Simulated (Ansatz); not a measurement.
Reaction (hydrogenolysis of a C–N bond): `C=C=NC(=N)Cl` + H₂ → `N=CCl` + `C=C=N`

Isolated molecules relaxed with PBE0-D4/def2-TZVP in Ansatz; ΔE leaves out vibrations. CCSD(T)/CBS adds triple-zeta CCSD(T) − MP2 to the extrapolated MP2 energy (def2 sets, frozen cores). This one scheme is used for every species. Functionals use def2-TZVPP. Each species was taken in one conformer, which may not be the lowest.

`C=C=NC(=N)Cl`:

```xyz
9

C     0.506    0.707   -1.959
C     0.554    0.069   -0.828
N     0.676   -0.570    0.201
C    -0.233   -0.579    1.252
N    -0.441    0.402    1.994
Cl   -0.939   -2.169    1.445
H     0.091    0.230   -2.837
H     0.867    1.725   -2.020
H    -1.080    0.186    2.753
```

H₂:

Cartesian coordinates in Å:
```
H -0.079 -0.346 -0.116
H 0.079 0.346 0.116
```

`N=CCl`:

Cartesian coordinates in Å:
```
N -0.632 0.613 -0.456
C 0.199 -0.171 0.044
Cl 1.410 -0.926 -0.933
H -1.267 0.963 0.260
H 0.289 -0.479 1.086
```

`C=C=N`:

Cartesian coordinates in Å:
```
C -0.530 -0.803 0.124
C 0.284 0.213 0.037
N 1.119 1.099 0.022
H -1.248 -0.858 0.930
H -0.498 -1.591 -0.617
H 0.872 1.940 -0.496
```

| level | ΔE (kJ/mol) |
| --- | --- |
| r2SCAN0-D4 | -48.0 |
| revPBE | -50.9 |
| MP2/def2-QZVPP | -43.2 |
| SCS-MP2/def2-QZVPP | -50.1 |

Task: What does CCSD(T)/CBS give? (Estimate.)

Result: Ansatz gave: -52.7 kJ/mol. The listed levels differ from it by 4.7, 1.8, 9.5, 2.6 kJ/mol.

Largest T1 diagnostic among the species: 0.015.

At CCSD(T), def2-SVP lies +7.1 kJ/mol from the extrapolated value and def2-TZVPP −0.1 kJ/mol. From PBE to PBE0 (25 % exact exchange), in def2-TZVPP and without D4, ΔE moves by −6.8 kJ/mol. In def2-TZVPP, CCSD(T) changes the Hartree–Fock value by +23.3 kJ/mol (the triples alone add +7.5 kJ/mol) and MP2 by +33.0 kJ/mol.
